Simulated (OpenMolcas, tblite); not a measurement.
## How methods differ on Si2H5O (SMILES O[SiH][SiH3])

The species is Si2H5O (8 atoms), meant as a doublet with charge 0. SMILES: `O[SiH][SiH3]`. The coordinates come from a PBE0-D4/def2-TZVP relaxation. This is one conformer, not always the lowest.

```xyz
8

O    -0.9290    0.9384   -1.7171
Si    0.0904    1.1340   -0.4250
Si    0.3142   -0.7742    0.9176
H    -1.8059    0.5984   -1.5303
H     1.3787    1.5823   -1.0244
H     1.1900   -0.4268    2.0690
H     0.8839   -1.9604    0.2167
H    -1.0302   -1.1487    1.4376
```

Each level gives the dipole moment (D). The values are calculated.

```tsv
level	kind	program	value (D)	CPU time
GFN2-xTB	semi-empirical	tblite	1.07	under 2 s
IPEA1-xTB	semi-empirical	tblite	1.44	under 2 s
UHF/def2-SVPD	Hartree–Fock	OpenMolcas	1.27	19 s
USVWN5/def2-SVPD	LDA	OpenMolcas	1.15	53 s
U-revPBE/def2-SVPD	GGA	OpenMolcas	1.12	88 s
UM06-L/def2-SVPD	meta-GGA	OpenMolcas	1.16	1.9 min
UBHLYP/def2-SVPD	global hybrid	OpenMolcas	1.21	90 s
```

The values span 1.07 to 1.44 D. Magnitudes only. Times are those of the runs behind each value, whatever else they computed, on shared processors of several kinds: orders of magnitude only.
